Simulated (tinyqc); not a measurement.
Inside a calculation. Method: UHF in the sto-3g basis, for CH3-, spin multiplicity 1. The basis has no diffuse functions, so it cannot describe the extra electron: this is an exercise in the method, not the real anion. One step of it, computed by the program tinyqc.

Question. Orthogonalisation. S = U s U^T; symmetric (Loewdin) form X = U s^(-1/2) U^T, so that X^T S X = 1.

overlap S, lower triangle:
```
           1C 1s     1C 2s     1C 2px     1C 2py     1C 2pz     2H 1s     3H 1s     4H 1s
1C 1s   1.000000
1C 2s   0.248362  1.000000
1C 2px  0.000000  0.000000   1.000000
1C 2py  0.000000  0.000000   0.000000   1.000000
1C 2pz  0.000000  0.000000   0.000000   0.000000   1.000000
2H 1s   0.042263  0.399219   0.405446   0.000000  -0.006128  1.000000
3H 1s   0.042338  0.399615  -0.202832   0.351404  -0.006137  0.088612  1.000000
4H 1s   0.042338  0.399615  -0.202832  -0.351404  -0.006137  0.088612  0.088682  1.000000
```

Give: eigenvalues of S; X.

Answer.

eigenvalues of S: 0.360  0.457  0.457  0.973  1.000  1.454  1.455  1.844

X, lower triangle:
```
         1C 1s   1C 2s  1C 2px  1C 2py  1C 2pz   2H 1s   3H 1s  4H 1s
1C 1s    1.028
1C 2s   -0.156   1.266
1C 2px   0.000   0.000   1.125
1C 2py   0.000   0.000   0.000   1.126
1C 2pz   0.000  -0.004   0.000   0.000   1.000
2H 1s    0.023  -0.250  -0.264   0.000   0.004   1.163
3H 1s    0.023  -0.251   0.132  -0.229   0.004  -0.020   1.164
4H 1s    0.023  -0.251   0.132   0.229   0.004  -0.020  -0.020  1.164
```
